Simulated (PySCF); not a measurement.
Run record: geometry optimisation, FH, `F`.

Computed with PBE0/def2-TZVP geometry optimisation, gas phase (PySCF 2.14.0). Start geometry: GFN2-xTB. The input is one job of a driver script: a line of settings, then coordinates in Å.

Input:
```
{"job": {"xc": "PBE0", "basis": "def2-TZVP", "grid": 1, "kind": "geom"}, "charge": 0, "multiplicity": 1}
F      0.467565    -0.002812    -0.002937
H     -0.464808     0.004081    -0.011212
```

Question: What does the run print?

Answer: 
```
step   0  E = -100.39169056  max force = 0.013924
step   1  E = -100.39185721  max force = 0.000841
step   2  E = -100.39185974  max force = 0.000098
optimisation converged
```

Energies in Eh; «max force» is the largest Cartesian gradient component in Eh/bohr.

Question: How much energy does the optimisation release, in eV?

Answer: E(step 0) − E(last step) = 0.000169 Eh, which is 0.005 eV.

Summary of the converged run: final energy -100.39186 Eh after 2 steps; dipole 1.93 D.

Question: Where do the atoms end?

Answer: 0.006 Å rms from the input after alignment:
```
atom  x, y, z in Å
F1     0.2818   -0.2069    0.2929
H2    -0.2790    0.2082   -0.3070
```

Time: 0.8 s wall; peak memory 0.23 GiB. Hardware: one thread of an Arm Neoverse V1, no GPU (shared host).
Labels such as C1 count atoms from 1, the log's own numbers from 0.
